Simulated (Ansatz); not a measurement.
Total energies of the cluster Si3H4 (the lowest singlet isomer of a short search) from Ansatz at CCSD(T)/def2-TZVPP, gas phase (1 Eh = 27.2114 eV = 2625.5 kJ/mol). The reference geometry is relaxed at PBE0-D4/def2-TZVP.

```tsv
atom	x (Å)	y (Å)	z (Å)
Si1	-0.382	0.808	-1.067
Si2	-0.260	-1.237	-0.582
Si3	0.394	0.264	1.014
H4	-0.721	1.882	-2.038
H5	1.827	0.441	1.389
H6	-0.444	-2.664	-0.959
H7	-0.414	0.507	2.243
```

| state | geometry | energy (Eh) |
| --- | --- | --- |
| charge 0 singlet | reference | -869.46962 |
| charge 1 doublet | reference | -869.17106 |
| charge 0 triplet | relaxed at PBE0-D4/def2-TZVP | -869.44184 |
| charge 0 quintet | relaxed at PBE0-D4/def2-TZVP | -869.37283 |
| free Si atom (triplet) | – | -288.92770 |
| free H atom (doublet) | – | -0.49981 |

Correlated methods freeze 15 core orbitals.

Problem. Work out the vertical ionisation energy to the doublet.

Solution. E(charge 1 doublet) − E(charge 0 singlet) = -869.17106 − (-869.46962) = 0.29856 Eh = 8.12 eV.

Problem. Which of the charge 0 states is lowest, and how far above it are the others?

Solution. The singlet. triplet: -869.44184 − (-869.46962) = 0.02778 Eh = 72.9 kJ/mol; quintet: -869.37283 − (-869.46962) = 0.09679 Eh = 254.1 kJ/mol. The quintet differs in its bonds from the reference.

Problem. What is the binding energy per atom against free atoms?

Solution. Atoms: 3 × (-288.92770) + 4 × (-0.49981) = -868.78234 Eh. Binding: -868.78234 − (-869.46962) = 0.68728 Eh = 18.70 eV, or 2.67 eV for each of 7 atoms (no zero-point energy, no counterpoise term).

At CCSD(T)/def2-TZVPP the restricted singlet (for correlated methods, its reference) is unstable: a solution with broken spin symmetry lies lower. 

The structure comes from a short search, and lower isomers may exist.
